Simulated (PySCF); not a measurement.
**Orbital picture of Li2**

B97-3 at R = 2.735 Å; Li x2c-TZVPPall; spin-free X2C with a Gaussian nucleus (PySCF 2.14). State: ¹Σg⁺ (singlet), closed shell. Only the outer orbitals are listed.

```json
{"orbital": "σg", "occ.": "2", "ε (eV)": "-55.50", "main shells (%)": "100 s"}
{"orbital": "σu", "occ.": "2", "ε (eV)": "-55.49", "main shells (%)": "100 s"}
{"orbital": "σg", "occ.": "2", "ε (eV)": "-3.73", "main shells (%)": "91 s, 9 p"}
{"orbital": "σu", "occ.": "0", "ε (eV)": "-1.11", "main shells (%)": "83 s, 18 p"}
{"orbital": "πu", "occ.": "0", "ε (eV)": "-0.38", "main shells (%)": "100 p"}
{"orbital": "πu", "occ.": "0", "ε (eV)": "-0.38", "main shells (%)": "100 p"}
```

Which are the highest filled and the lowest empty level, where do they sit, and how wide is the gap?

Highest filled σg at -3.73 eV (in %: 91 s, 9 p); lowest empty σu at -1.11 eV (in %: 83 s, 18 p); the gap at B97-3 is 2.62 eV.

```
bond order (Mayer) : 1.00
⟨S²⟩               : 0.000
```

Closed-shell solutions of metal pairs were not tested for spin polarisation, which can lower them a little.
